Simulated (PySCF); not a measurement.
## Core-level binding energies of 1-chloro-1,1-difluoroethane

1-chloro-1,1-difluoroethane, C2H3ClF2.
SMILES with atom numbers: `[CH3:1][C:2]([F:3])([F:4])[Cl:5]`

Geometry (GFN2-xTB, Å), atoms numbered from 1 in this order:
```xyz
8
C2H3ClF2 angstrom
C     -0.804   -0.194   -0.022
C      0.647    0.202    0.080
F      1.200   -0.229    1.230
F      0.798    1.540    0.086
Cl     1.619   -0.454   -1.276
H     -0.887   -1.276   -0.003
H     -1.221    0.193   -0.947
H     -1.342    0.228    0.826
```

Computed, not measured: PySCF 2.14.0, delta-SCF UKS SCAN, pcX-2 on the ionised atom, pcseg-1 elsewhere, spin-free X2C. Vertical ΔSCF values, vacuum level as zero.

Task: Give the core binding energies atom by atom.

Result: 
```tsv
atom(s)	environment	level	binding energy (eV)	2p1/2 (eV)	above the level's lowest (eV)	count
C1	methyl carbon	C 1s	292.00	–	0.00	1
C2	CF2 carbon	C 1s	297.41	–	+5.41	1
F3/F4	fluorine of a CF2 group	F 1s	693.80	–	0.00	2
Cl5	chlorine on a fluorinated carbon	Cl 2p3/2	206.65	208.31	0.00	1
Cl5	chlorine on a fluorinated carbon	Cl 1s	2829.23	–	0.00	1
```

Lowest listed C 1s: C1, bonded to C and 3 H. Highest, 5.41 eV above it: C2, bonded to 2 F, Cl and C.

Task: Which photon energy gives electrons from C 1s of C1 a kinetic energy of 150 eV, and what is their de Broglie wavelength?

Result: hν = 292.00 + 150 = 442.00 eV, recoil neglected; λ = 12.264 Å/√(E/eV) = 1.00 Å.

Atoms equivalent by their bonding share one computed value, that of the first of them. For 2p shells one spin-free hole was relaxed; a mean-field spin–orbit operator and the ground-state splitting of the three 2p orbitals were then diagonalised within the shell. The shell's mean is (2 × 2p3/2 + 2p1/2)/3, and the degeneracies 2j + 1 give areas of 2:1. 2p1/2 minus 2p3/2 (ligand field included): Cl 1.65 eV. Geometry: GFN2-xTB; no solvent, vibrations or thermal averaging.
